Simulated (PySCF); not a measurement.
Some computed properties have been withheld. Give your best values.

Isocyanogen, C2N2.
InChI=1S/C2N2/c1-4-2-3

| property | level | value |
| --- | --- | --- |
| point group of the GFN2-xTB geometry | GFN2-xTB | C∞v |
| rotational constant B (linear) of the GFN2-xTB geometry | GFN2-xTB | ? |
| dipole moment | wB97X-D/def2-SVPD | ? |
| HOMO energy | wB97X-D/def2-SVPD | -12.32 eV |
| LUMO energy | wB97X-D/def2-SVPD | ? |
| lowest singlet excitation | TDDFT wB97X-D/def2-SVPD | 6.18 eV (201 nm, f = 0.000) |
| strongest line among the 8 lowest singlet transitions | TDDFT wB97X-D/def2-SVPD | ? |
| lowest triplet excitation (Tamm–Dancoff) | TDA wB97X-D/def2-SVPD | 5.14 eV |
| static isotropic polarisability | wB97X-D/def2-SVPD | ? |
| electronic spatial extent ⟨r²⟩ about the centre of nuclear charge | wB97X-D/def2-SVPD | ? |

Gas-phase values; electronic properties from PySCF, density fitting. Geometry: GFN2-xTB; no solvent, vibrations or thermal averaging.

Problem. What is the strongest line among the 8 lowest singlet transitions?

Solution. S4/S5 at 7.21 eV (172 nm, f = 0.123 summed over these states).

Problem. The rotational constant B (linear) of the GFN2-xTB geometry?

Solution. 5.286 GHz.

Problem. What is the electronic spatial extent ⟨r²⟩ about the centre of nuclear charge?

Solution. 225 bohr².

Problem. Give the static isotropic polarisability.

Solution. 33.6 au.

Problem. What is the LUMO energy?

Solution. -0.38 eV.

Problem. Give the dipole moment.

Solution. 0.88 D.

Point group C∞v permits a dipole; with 0.88 D the species has a pure rotational spectrum. In atomic units the dipole is 0.35 e·bohr (1 au = 2.5417 D). B corresponds to 0.1763 cm⁻¹ and a moment of inertia of 95.6 u Å² (most abundant isotopes). No computed singlet falls in the visible range (750 to 380 nm, 1.65 to 3.26 eV); S1 lies 2.92 eV above its blue end. The polarisability is 4.98 Å³ as a volume (1 au = 0.148185 Å³), or 1.29 au for each of the 26 electrons.
